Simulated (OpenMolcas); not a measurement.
# C2H2F4 (norflurane): r2SCAN0/pcseg-1

Aim: the vertical ionisation energy of C2H2F4 (norflurane) at r2SCAN0/pcseg-1, from 2 runs. 

The results are computed with OpenMolcas 26.06.

7 further runs of the same task are left out: 7 set aside as unsound or not needed.

## 1. The system as given

C2H2F4 has 8 atoms, charge 0, and is taken as a singlet. As SMILES, `FCC(F)(F)F`. The shape is that of a PBE0-D4/def2-TZVP optimisation.

Bond lengths: F1–C2 1.364 Å, C2–C3 1.514 Å, C3–F4 1.332 Å, C3–F5 1.339 Å, C3–F6 1.332 Å, C2–H7 1.092 Å, C2–H8 1.092 Å. Some angles: F1–C2–C3 109.8°, C2–C3–F4 111.9°, C2–C3–F5 108.9°, C2–C3–F6 111.9°, F4–C3–F5 108.1°, F4–C3–F6 107.9°, F5–C3–F6 108.1°, F1–C2–H7 109.7°, F1–C2–H8 109.7°, C3–C2–H7 108.6°.

## 2. The energy at r2SCAN0/pcseg-1

File struct.xyz:

```xyz
8

F     -0.224600    -1.506500     0.915200
C     -0.211200    -0.737800    -0.211700
C      0.211200     0.674300     0.135500
F      1.434400     0.711300     0.662400
F      0.217100     1.411800    -0.982100
F     -0.624600     1.243600     1.002900
H      0.502000    -1.148600    -0.930100
H     -1.212300    -0.705100    -0.647900
```

File job.input:

```
* C2H2F4 Kohn-Sham DFT
>>> EXPORT MOLCAS_PRINT=2

&GATEWAY
 BasLib=$CurrDir
 Coord=struct.xyz
 Basis=pcseg-1
 Group=NoSym

&SEWARD

&SCF
 KSDFT=HYB_MGGA_XC_R2SCAN0
 Thresholds=1e-06 0.001 0.001 0.01
 PrOrbitals=0
```

The basis set pcseg-1 is read from a file made from the Basis Set Exchange's data (not shown).

Command:

```console
$ export MOLCAS_MEM=1860
$ pymolcas job.input > job.log
```

The program printed:

```text
--- Start Module: gateway ---
[...]
--- Stop Module: gateway /rc=_RC_ALL_IS_WELL_ ---
--- Start Module: seward ---
[...]
      Basis functions           94
--- Stop Module: seward /rc=_RC_ALL_IS_WELL_ ---
[...]
--- Start Module: scf ---
[...]
       Convergence after   8 Iterations
[...]
::    Total KS-DFT energy                            -476.4092901950
[...]
      Total spin, S                                     0.0000000000
[...]
      Total electronic charge=   50.000000
      Total            charge=   -0.000000
[...]
      Dipole Moment (debye):
      Origin of the operator (angstrom)=    0.1424    0.3207    0.2731
                   X= -5.3862E-01               Y= -8.8203E-01               Z= -1.8843E+00           Total=  2.1491E+00
      Quadrupole Moment (debye*angstrom):
[...]
--- Stop Module: scf /rc=_RC_ALL_IS_WELL_ ---
[...]
```

Run time: 14 s. Hardware: 1 thread of AMD EPYC 7R43 (Zen 3), shared host; peak memory 0.52 GiB.

## 3. The doublet cation

struct.xyz is that of step 2.

File job.input:

```
>>> EXPORT MOLCAS_PRINT=2
&GATEWAY
BasLib
$CurrDir
Coord
struct.xyz
Basis
pcseg-1
Group
NoSym
&SEWARD
&SCF
UHF
Charge
1
Spin
2
KSDFT
HYB_MGGA_XC_R2SCAN0
Thresholds
1e-06 0.001 0.001 0.01
PrOrbitals
0
```

The basis set pcseg-1 is read from a file made from the Basis Set Exchange's data (not shown).

Command:

```console
$ export MOLCAS_MEM=1860
$ pymolcas job.input > job.log
```

The program printed:

```text
--- Start Module: gateway ---
[...]
--- Stop Module: gateway /rc=_RC_ALL_IS_WELL_ ---
--- Start Module: seward ---
[...]
      Basis functions           94
--- Stop Module: seward /rc=_RC_ALL_IS_WELL_ ---
[...]
--- Start Module: scf ---
[...]
       Convergence after  14 Iterations
[...]
::    Total KS-DFT energy                            -475.9148614880
[...]
      Total spin, S                                     0.5024752397
[...]
      Total electronic charge=   49.000000
      Total            charge=    1.000000
[...]
      Dipole Moment (debye):
      Origin of the operator (angstrom)=    0.1424    0.3207    0.2731
                   X= -1.2588E+00               Y= -3.2531E+00               Z= -2.5323E+00           Total=  4.3104E+00
      Center of Charge (angstrom)
[...]
--- Stop Module: scf /rc=_RC_ALL_IS_WELL_ ---
[...]
```

Wall time 24 s (1 thread of AMD EPYC 7R43 (Zen 3), shared host); peak memory 0.52 GiB.

## 4. Results

Level: r2SCAN0/pcseg-1.

| quantity | value |
| --- | --- |
| singlet C2H2F4: total energy | -476.40929 Eh |
| singlet C2H2F4: dipole moment | 2.15 D |
| singlet C2H2F4: HOMO energy | -10.91 eV |
| singlet C2H2F4: LUMO energy | 1.82 eV |
| singlet C2H2F4: HOMO–LUMO gap | 12.73 eV |
| doublet cation: total energy | -475.91486 Eh |
| doublet cation: HOMO energy (highest over α and β) | -18.99 eV |
| doublet cation: LUMO energy (lowest over α and β) | -15.97 eV |
| doublet cation: ⟨S²⟩ | 0.755 |
| vertical ionisation energy (to the doublet cation) | 13.454 eV |

In words: This program's gradients are faulty for this kind of reference, so any forces in the log (doublet cation) can't be trusted; the energy can. Removing an electron at fixed nuclei costs 13.45 eV (310 kcal/mol). −ε(HOMO) before ionisation, 10.91 eV, is 2.55 eV below this ionisation energy. Mulliken charges (doublet cation) run from -0.18 on F5 to +0.86 on C3.
